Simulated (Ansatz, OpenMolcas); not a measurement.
## PH2 (SMILES [PH2]): the energy, rung by rung

The species is PH2 (3 atoms), meant as a doublet with charge 0. SMILES: `[PH2]`. Geometry: relaxed at GFN2-xTB.

| atom | x (Å) | y (Å) | z (Å) |
| --- | --- | --- | --- |
| P | 0.5145 | -0.3028 | 0.2527 |
| H | 0.1115 | 1.0274 | 0.1724 |
| H | -0.6260 | -0.7246 | -0.4251 |

Quantity: the energy change with the P1–H3 bond stretched from 1.392 to 2.088 Å, in eV. The values are calculated.

```csv
level,kind,program,value (eV),less FCI/3-21G
USVWN5/3-21G,LDA,Ansatz,1.32,+0.15
U-r2SCAN/3-21G,meta-GGA,Ansatz,1.45,+0.28
U-wB97M-V/3-21G,range-separated hybrid,Ansatz,1.58,+0.41
UCAM-B3LYP/3-21G,range-separated hybrid,Ansatz,1.57,+0.40
UMP2/3-21G,perturbation theory,Ansatz,1.61,+0.44
"CASSCF(7,6)/3-21G",multireference,OpenMolcas,1.09,-0.08
UBCCD(T)/3-21G,coupled cluster or CI,Ansatz,1.17,0.00
UCCSD(T)/3-21G,coupled cluster or CI,Ansatz,1.18,+0.01
FCI/3-21G,exact in the basis,OpenMolcas,1.17,0.00
```

FCI/3-21G is exact within its basis and frozen core, so for wave-function methods in that basis the difference is their error; functionals converge differently with the basis, so for them it is only a difference. The first shape isn't each level's own minimum. The values span 1.09 to 1.61 eV. Spin contamination of the reference (⟨S²⟩ at least 0.1 too high) touches UMP2/3-21G, UBCCD(T)/3-21G, UCCSD(T)/3-21G. All rows use very small basis sets, so none should be taken for the real molecule's value.
